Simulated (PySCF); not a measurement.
# C4H8F2: excited states, first hyperpolarisability

Aim: compute the excited states, first hyperpolarisability of C4H8F2 (`CC(C)C(F)F`).

Programs: PySCF 2.14.0, with routines of our own; each step states its level. All values are computed. Atoms count from 0.

## 1. The starting structure

14 atoms, charge 0, multiplicity 1; geometry from: GFN2-xTB.

## 2. Geometry optimisation at PBE0-D3(BJ)/def2-SVP

The job: settings as JSON, then the geometry in Å.

```
{"job": {"xc": "PBE0", "basis": "def2-SVP", "d3": "d3bj", "grid": 2, "kind": "geom"}, "charge": 0, "multiplicity": 1}
C      1.402913    -0.297068     0.215481
C      0.014075    -0.155306    -0.403988
C     -1.011979    -1.028001     0.313638
C     -0.435860     1.303656    -0.355514
F     -0.404968     1.792076     0.908721
F      0.391916     2.095619    -1.083046
H      1.742761    -1.326130     0.137359
H      2.113743     0.345228    -0.298596
H      1.375483    -0.016016     1.265670
H      0.057466    -0.430147    -1.463270
H     -1.989668    -0.946655    -0.155958
H     -0.699964    -2.068341     0.284220
H     -1.099355    -0.722737     1.353663
H     -1.457242     1.453349    -0.740546
```

Command:

```
> OMP_NUM_THREADS=1 python excited_run.py task.json out
```

One launch serves the whole session: the jobs run in the order shown.

Output:

```text
step   0  E = -356.29743450  max force = 0.013685
step   1  E = -356.29866474  max force = 0.003370
step   2  E = -356.29870303  max force = 0.000621
step   3  E = -356.29871061  max force = 0.000320
optimisation converged
```

Wall time 25 s (1 thread of Arm Neoverse V1, shared host); peak memory 0.69 GiB.

Relaxation path:

```
step  energy from step 0 (eV)  largest force component (eV/Å)
   0                   0.0000                          0.7037
   1                  -0.0335                          0.1733
   2                  -0.0345                          0.0319
   3                  -0.0347                          0.0165
```

Close pairs (by a distance rule), those that changed most:

```
  bond  before (Å)  after (Å)  change (Å)
C2–H10       1.088      1.101      +0.014
C2–H12       1.087      1.101      +0.013
 C0–H6       1.087      1.100      +0.013
 C1–C3       1.528      1.514      -0.013
C2–H11       1.087      1.100      +0.013
 C0–H8       1.087      1.100      +0.013
 C0–H7       1.087      1.099      +0.012
 C1–H9       1.095      1.104      +0.009
```

The end geometry stands in the next job.

```
                         at the end point                value
  point group (found at 0.08 Å tolerance)                   C1
rotational constants (GHz, main isotopes)  4.704, 2.816, 2.383
                        dipole moment (D)                 2.01
```

## 3. Excited states: TDA CAM-B3LYP/def2-TZVPD

The job: settings as JSON, then the geometry in Å.

```
{"job": {"kind": "states", "xc": "CAM-B3LYP", "basis": "def2-TZVPD", "tda": true, "soc": true, "nstates": 6, "ntriplets": 5, "nquad": 4}, "charge": 0, "multiplicity": 1}
C      1.345092    -0.245770     0.291845
C     -0.053334    -0.178001    -0.309140
C     -1.051673    -1.056136     0.433605
C     -0.551399     1.251278    -0.361077
F     -0.603842     1.784224     0.885201
F      0.285607     2.022985    -1.093295
H      1.734201    -1.273566     0.250904
H      2.041507     0.407688    -0.252050
H      1.331191     0.072128     1.345179
H     -0.004524    -0.504181    -1.362890
H     -2.054051    -1.011165    -0.020604
H     -0.727192    -2.106703     0.424754
H     -1.142011    -0.737243     1.483209
H     -1.561584     1.331143    -0.802645
```

Level: TDA CAM-B3LYP/def2-TZVPD excited states, vertical, gas phase, spin-orbit mean-field couplings.

Output:

```text
coarse grid: 11480 points
cycle   1  E = -356.8564386623  dE =  6.685e-01  |g| = 7.579e-01  |ddm| = 3.243e+00
cycle   2  E = -356.8210513404  dE =  3.539e-02  |g| = 9.619e-01  |ddm| = 1.664e+00
cycle   3  E = -356.9538068734  dE = -1.328e-01  |g| = 5.612e-02  |ddm| = 5.601e-01
cycle   4  E = -356.9542514300  dE = -4.446e-04  |g| = 2.897e-02  |ddm| = 9.559e-02
cycle   5  E = -356.9544258704  dE = -1.744e-04  |g| = 4.595e-03  |ddm| = 5.922e-02
cycle   6  E = -356.9544308037  dE = -4.933e-06  |g| = 7.722e-04  |ddm| = 8.906e-03
final grid: 111016 points
cycle   7  E = -356.9526742659  dE = -6.071e-05  |g| = 5.037e-03  |ddm| = 2.414e-01
cycle   8  E = -356.9526741287  dE =  1.371e-07  |g| = 5.385e-03  |ddm| = 1.872e-02
cycle   9  E = -356.9526795180  dE = -5.389e-06  |g| = 5.813e-04  |ddm| = 7.712e-03
cycle  10  E = -356.9526795550  dE = -3.698e-08  |g| = 2.719e-04  |ddm| = 1.157e-03
cycle  11  E = -356.9526795680  dE = -1.302e-08  |g| = 3.169e-05  |ddm| = 4.426e-04
cycle  12  E = -356.9526795682  dE = -2.231e-10  |g| = 1.127e-05  |ddm| = 8.543e-05
converged SCF energy = -356.9526795682

Singlet excitations
state   eV       nm        f     d(h-e)  d(exc)  Lambda  PR(NTO)  |dmu|/D   mu/D   main configurations
  1   8.6741   142.9   0.04711   0.930   3.599   0.336   1.049    3.783    2.687   H->L 0.87
  2   9.1385   135.7   0.00869   0.932   3.475   0.334   1.164    4.114    2.329   H-1->L 0.84
  3   9.2720   133.7   0.02707   0.781   3.554   0.299   1.517    3.282    1.256   H-2->L 0.69, H->L+1 0.16
  4   9.3313   132.9   0.03793   0.543   3.653   0.305   1.654    1.832    0.515   H->L+1 0.51, H-2->L 0.18
  5   9.4729   130.9   0.00900   0.491   3.844   0.277   1.115                     H->L+2 0.77, H->L+1 0.11
  6   9.5217   130.2   0.01668   0.648   3.628   0.306   1.234                     H->L+3 0.80

Triplet excitations (Tamm-Dancoff)
state   eV     d(h-e)  d(exc)  Lambda  PR(NTO)   main configurations
  1   8.4226   0.997   3.384   0.335   1.091   H->L 0.78, H->L+1 0.10
  2   8.8356   0.999   3.243   0.332   1.228   H-1->L 0.75
  3   9.0597   0.618   3.412   0.315   1.416   H->L+1 0.50, H->L 0.08
  4   9.0724   0.741   3.387   0.298   1.216   H-2->L 0.80
  5   9.2903   0.472   3.580   0.282   1.300   H->L+2 0.75
S1 - T1 = 0.2515 eV

Spin-orbit couplings |<S|Hso|T>| (cm-1)
             T1       T2       T3       T4       T5
S0        6.925    2.142    3.618    3.046    4.512
S1        1.464   10.717    2.301   11.947    1.427
S2        9.500    0.185    5.412    8.458    0.776
S3       10.436    7.794    2.748    2.783    3.129
S4        5.365    4.236    3.857    1.730    2.683
S5        1.938    0.944    3.742    0.820    1.230
S6        4.819    3.106    2.025    3.474    3.483
T1 sublevels (cm-1): 0.000 0.002 0.014   radiative rates (1/s): 3.02 193 497
```

Wall time 69 s (1 thread of Arm Neoverse V1, shared host); peak memory 1.1 GiB.

Key values:

```
  quantity    value
S1 less T1  0.25 eV
```

## 4. Excited states: TDDFT CAM-B3LYP/def2-TZVPD

The job, as its differences from that of step 3:

```diff
@@ -1,2 +1,2 @@
-{"job": {"kind": "states", "xc": "CAM-B3LYP", "basis": "def2-TZVPD", "tda": true, "soc": true, "nstates": 6, "ntriplets": 5, "nquad": 4}, "charge": 0, "multiplicity": 1}
+{"job": {"kind": "states", "xc": "CAM-B3LYP", "basis": "def2-TZVPD", "tpa": true, "nstates": 8, "nquad": 6, "ntriplets": 0}, "charge": 0, "multiplicity": 1}
 C      1.345092    -0.245770     0.291845
```

Method: TDDFT CAM-B3LYP/def2-TZVPD excited states, vertical, gas phase, two-photon moments by quadratic response.

Output:

```text
coarse grid: 11480 points
cycle   1  E = -356.8564386623  dE =  6.685e-01  |g| = 7.579e-01  |ddm| = 3.243e+00
cycle   2  E = -356.8210513404  dE =  3.539e-02  |g| = 9.619e-01  |ddm| = 1.664e+00
cycle   3  E = -356.9538068734  dE = -1.328e-01  |g| = 5.612e-02  |ddm| = 5.601e-01
cycle   4  E = -356.9542514300  dE = -4.446e-04  |g| = 2.897e-02  |ddm| = 9.559e-02
cycle   5  E = -356.9544258704  dE = -1.744e-04  |g| = 4.595e-03  |ddm| = 5.922e-02
cycle   6  E = -356.9544308037  dE = -4.933e-06  |g| = 7.722e-04  |ddm| = 8.906e-03
final grid: 111016 points
cycle   7  E = -356.9526742659  dE = -6.071e-05  |g| = 5.037e-03  |ddm| = 2.414e-01
cycle   8  E = -356.9526741287  dE =  1.371e-07  |g| = 5.385e-03  |ddm| = 1.872e-02
cycle   9  E = -356.9526795180  dE = -5.389e-06  |g| = 5.813e-04  |ddm| = 7.712e-03
cycle  10  E = -356.9526795550  dE = -3.698e-08  |g| = 2.719e-04  |ddm| = 1.157e-03
cycle  11  E = -356.9526795680  dE = -1.302e-08  |g| = 3.169e-05  |ddm| = 4.426e-04
cycle  12  E = -356.9526795682  dE = -2.231e-10  |g| = 1.127e-05  |ddm| = 8.543e-05
converged SCF energy = -356.9526795682

Singlet excitations
state   eV       nm        f     d(h-e)  d(exc)  Lambda  PR(NTO)  |dmu|/D   mu/D   delta(TPA)   sigma/GM   main configurations
  1   8.6609   143.2   0.04363   0.944   3.597   0.336   1.050    3.841    2.764       31.66      0.870   H->L 0.86
  2   9.1256   135.9   0.00796   0.943   3.477   0.334   1.156    4.139    2.375       27.60      0.842   H-1->L 0.85
  3   9.2644   133.8   0.02601   0.782   3.556   0.299   1.519    3.271    1.254        2.91      0.091   H-2->L 0.69, H->L+1 0.16
  4   9.3193   133.0   0.03723   0.551   3.655   0.305   1.652    1.869    0.477       63.36      2.016   H->L+1 0.51, H-2->L 0.19
  5   9.4653   131.0   0.00795   0.498   3.846   0.277   1.114    2.013    2.826       37.46      1.230   H->L+2 0.78, H->L+1 0.10
  6   9.5123   130.3   0.01483   0.626   3.627   0.306   1.225    2.626    2.436       33.60      1.114   H->L+3 0.81
  7   9.8164   126.3   0.06874   0.292   3.604   0.307   1.272                                            H-1->L+1 0.66, H-1->L+2 0.16
  8   9.8785   125.5   0.08285   0.617   3.630   0.288   1.318                                            H-1->L+2 0.55, H-1->L+1 0.19
```

It took 94 s on 1 thread of Arm Neoverse V1, shared host; peak memory 1.2 GiB.

## 5. First hyperpolarisability: quadratic response CAM-B3LYP/def2-TZVPD

The job, as its differences from that of step 4:

```diff
@@ -1,2 +1,2 @@
-{"job": {"kind": "states", "xc": "CAM-B3LYP", "basis": "def2-TZVPD", "tpa": true, "nstates": 8, "nquad": 6, "ntriplets": 0}, "charge": 0, "multiplicity": 1}
+{"job": {"kind": "beta", "xc": "CAM-B3LYP", "basis": "def2-TZVPD"}, "charge": 0, "multiplicity": 1}
 C      1.345092    -0.245770     0.291845
```

Method: quadratic response CAM-B3LYP/def2-TZVPD first hyperpolarisability, Taylor convention, gas phase.

Output:

```text
coarse grid: 11480 points
cycle   1  E = -356.8564386623  dE =  6.685e-01  |g| = 7.579e-01  |ddm| = 3.243e+00
cycle   2  E = -356.8210513404  dE =  3.539e-02  |g| = 9.619e-01  |ddm| = 1.664e+00
cycle   3  E = -356.9538068734  dE = -1.328e-01  |g| = 5.612e-02  |ddm| = 5.601e-01
cycle   4  E = -356.9542514300  dE = -4.446e-04  |g| = 2.897e-02  |ddm| = 9.559e-02
cycle   5  E = -356.9544258704  dE = -1.744e-04  |g| = 4.595e-03  |ddm| = 5.922e-02
cycle   6  E = -356.9544308037  dE = -4.933e-06  |g| = 7.722e-04  |ddm| = 8.906e-03
final grid: 111016 points
cycle   7  E = -356.9526742659  dE = -6.071e-05  |g| = 5.037e-03  |ddm| = 2.414e-01
cycle   8  E = -356.9526741287  dE =  1.371e-07  |g| = 5.385e-03  |ddm| = 1.872e-02
cycle   9  E = -356.9526795180  dE = -5.389e-06  |g| = 5.813e-04  |ddm| = 7.712e-03
cycle  10  E = -356.9526795550  dE = -3.698e-08  |g| = 2.719e-04  |ddm| = 1.157e-03
cycle  11  E = -356.9526795680  dE = -1.302e-08  |g| = 3.169e-05  |ddm| = 4.426e-04
cycle  12  E = -356.9526795682  dE = -2.231e-10  |g| = 1.127e-05  |ddm| = 8.543e-05
converged SCF energy = -356.9526795682

Lowest singlets (eV, f): 8.6609 0.0436  9.1256 0.0080  9.2644 0.0260

First hyperpolarisability (au)
process     nm      |vector|   parallel      HRS      DR
static         -      100.42     -58.48      37.96   7.327
shg       1907.0      102.70      -59.8      38.85    7.29
eope      1907.0      101.17     -58.91          -       -
shg       1064.0      108.06     -62.91      40.94   7.208
eope      1064.0      102.87      -59.9          -       -
```

It took 66 s on 1 thread of Arm Neoverse V1, shared host; peak memory 1.1 GiB.

## 6. Results

```
                                                  quantity                                                value
                                               point group                                                   C1
                      rotational constants (main isotopes)                                 4.70, 2.82, 2.38 GHz
             S1 less T1 (step 3, TDA CAM-B3LYP/def2-TZVPD)                                              0.25 eV
β vector (step 5, quadratic response CAM-B3LYP/def2-TZVPD)  static 100, SHG 1907.0 nm 103, SHG 1064.0 nm 108 au
```

In words: Over 3 steps the energy fell by 0.035 eV; of the close pairs, C2–H10 changed most, 1.088 to 1.101 Å. In step 3, the number of triplets below S1 is 1, and the largest singlet-triplet spin-orbit coupling is S1–T4, 11.95 cm⁻¹. β grows from 100 au (static) to 108 au for doubling at 1064.0 nm: normal dispersion, which grows as twice the photon energy moves toward the bright states.
